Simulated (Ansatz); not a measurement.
The parent structure is Ir in the fcc (Cu type) structure (space group Fm-3m, No. 225; a = 3.845 Å).

The values are results of r2SCAN (Ansatz, a program for electronic structure; PAW; 500 eV plane waves; spin-orbit coupling left out), earlier PAW set, not measurements.

One thing is altered: every Ir is replaced by Rh; the structure is relaxed again.

Measured lattice parameter a: Ir 3.831 Å (static lattice; corrected from measurement; as listed in Daniel Mejia-Rodriguez, S. B. Trickey, Phys. Rev. B (2018)); Rh 3.794 Å (static lattice; corrected from measurement; as listed in Daniel Mejia-Rodriguez, S. B. Trickey, Phys. Rev. B (2018)).

### Question
How well does r2SCAN reproduce the measured shift?

### Answer
With r2SCAN the lattice parameter a moves by -0.045 Å (3.845 → 3.800) against -0.037 Å measured.

Whether these cells are dynamically stable was not tested. All final runs are without spin polarisation.
